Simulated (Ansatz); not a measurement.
Two shapes of singlet H₂O.

Shape 1:

```xyz
3

O     0.0000    0.0000    0.0000
H     0.0000    0.6514    0.5044
H     0.0000   -0.6514    0.5044
```

Shape 2:

```xyz
3

O     0.0000    0.0000    0.0000
H     0.0000    0.8181    0.6334
H     0.0000   -0.8181    0.6334
```

Basis set: cc-pVTZ (spherical functions). Frozen core: 1 orbital. Charge 0, multiplicity 1.

Computed with Ansatz (development build ahead of 0.2.0); the reference of a correlated method needn't be the lowest determinant of its kind.

Q: Which shape is lower in energy, and by how much in each method?

A:

```
     method  E(2) − E(1) (eV)
RHF-CCSD(T)            -1.082
UHF-CCSD(T)            -1.082
RHF-BCCD(T)            -1.082
UHF-BCCD(T)            -1.082
```

Shape 2 is lower. Caution: the reference determinant was not shown to be the lowest.
